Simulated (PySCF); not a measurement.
## chlorotrifluoromethane: calculation against experiment

**The experiment to reproduce.**

NIST CCCBDB Release 22 (SRD 101), experimental dipoles lists, for the gas: dipole moment (microwave Stark effect) 0.5 D.

From NIST CCCBDB Release 22 (SRD 101), experimental polarizabilities, for the gas: mean polarisability 4.65 Å³.

The results are set against them at the end.

Species: chlorotrifluoromethane, CClF3.
SMILES with atom numbers: `[F:1][C:2]([F:3])([F:4])[Cl:5]`

Geometry (GFN2-xTB, Å), atoms numbered from 1 in this order:
```
atom  x, y, z in Å
F1    -0.4932   -0.8065   -0.9667
C2    -0.0723    0.0063   -0.0122
F3    -0.4074    1.2419   -0.3438
F4    -0.7032   -0.3074    1.1069
Cl5    1.6847   -0.1316    0.1987
```

Runs made with PySCF (gas phase, on this GFN2-xTB geometry; no spin–orbit coupling):

| level | job | basis functions | wall time |
| --- | --- | --- | --- |
| B3LYP/def2-SVPD | 8 singlets by full TDDFT, 3 Tamm–Dancoff triplets, polarisability | 116 | 7.4 s |

Hardware: Arm Neoverse V1, one thread, no GPU, on a shared host.

## Comparison

**Dipole moment.** Measured: 0.5 D (NIST CCCBDB Release 22 (SRD 101), experimental dipoles).

```
          level  computed (D)  computed − measured (D)  % (from the printed values)
B3LYP/def2-SVPD          0.40                    -0.10                          -20
```

The computed dipoles belong to one fixed geometry; measured ones are averaged over vibrations unless marked μe. Magnitudes are compared, not signs.

**Mean polarisability.** Measured: 4.65 Å³ (NIST CCCBDB Release 22 (SRD 101), experimental polarizabilities).

```json
{"level": "B3LYP/def2-SVPD", "computed (Å³)": "4.68", "computed − measured (Å³)": "+0.03", "% (from the printed values)": "+1"}
```

The computed values are static and purely electronic, with core orbitals frozen in the response (1 au = 0.148185 Å³). The table of measured values doesn't say here whether a value is static or optical, or holds a vibrational part.

The geometry is computed, not the measured one. Where a level misses, the cause wasn't examined.
